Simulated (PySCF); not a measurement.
# TDDFT beside published excitation energies

Published values to compare with (the computed states carry no symmetry labels, so the two lists aren't matched line by line):

| state | E (eV) | f | kind of transition | source |
| --- | --- | --- | --- | --- |
| 3A1(π→π*) | 3.63 |  | vertical absorption | [1] |
| 3B2(π→π*) | 4.13 |  | vertical absorption | [1] |
| 1B2(π→π*) | 4.27 |  | absorption maximum | [2] |
| 1B2(π→π*) | 4.45 | 0.018 | vertical absorption | [1] |
| 1A1(wCT, π→π*) | 4.73 |  | absorption maximum | [2] |
| 1B1(Ryd) | 5.03 | 0.002 | vertical absorption | [1] |
| 1A1(π→π*) | 5.09 |  | vertical absorption | [3] |
| 1A1(wCT, π→π*) | 5.09 | 0.427 | vertical absorption | [1] |
| 1A2(Ryd) | 5.78 |  | vertical absorption | [1] |
| 1B1(Ryd) | 5.83 |  | vertical absorption | [1] |

[1] computed, theoretical best estimate (aug-cc-pVTZ), gas; Loos, Jacquemin, substituted benzenes, arXiv:2401.13809 (2024)
[2] measured, solution, heptane; Loos, Jacquemin, substituted benzenes, arXiv:2401.13809 (2024)
[3] computed, theoretical best estimate (aug-cc-pVQZ), gas; Loos, Comin, Blase, Jacquemin, intramolecular charge-transfer excitations (2021), arXiv:2103.02947

Compound: ABN, C₇H₆N₂.
InChI=1S/C7H6N2/c8-5-6-1-3-7(9)4-2-6/h1-4H,9H2

Computed with PySCF, TDDFT CAM-B3LYP/def2-SVPD, vertical, gas phase, core orbitals frozen in the response. Geometry: PBE0-D3(BJ)/def2-SVP; no solvent, vibrations or thermal averaging. Torsions of this conformer, `[N:1]#[C:2][c:3]1[cH:4][cH:5][c:6]([NH2:7])[cH:8][cH:9]1`: H–N7–C6–C5 166°, H–N7–C6–C5 16°.

Computed singlets: 4.79 eV (f 0.023); 5.13 eV (f 0.427); 5.81 eV (f 0.003); 6.40 eV (f 0.232); 6.55 eV (f 0.007); 6.60 eV (f 0.004); 6.71 eV (f 0.004); 6.86 eV (f 0.640); 6.96 eV (f 0.000); 7.28 eV (f 0.011). Computed triplets (Tamm–Dancoff): 3.47, 4.03, 4.58, 5.09 eV.

Question: How does the lowest computed singlet compare with the best estimate listed for the lowest singlet (vertical absorption)?

Answer: 4.79 eV against 4.45 eV for 1B2(π→π*) [1]: a difference of +0.35 eV. Geometry and basis of the two calculations needn't be the same.

Question: How does the lowest computed triplet compare with the best estimate listed for the lowest triplet (vertical absorption)?

Answer: 3.47 eV against 3.63 eV for 3A1(π→π*) [1]: a difference of -0.16 eV. Geometry and basis of the two calculations needn't be the same.

A measured band maximum holds vibronic effects and, in solution, solvent shifts, so it needn't equal the vertical energy.

All these states lie below the vertical ionisation energy of 8.33 eV (ΔSCF).
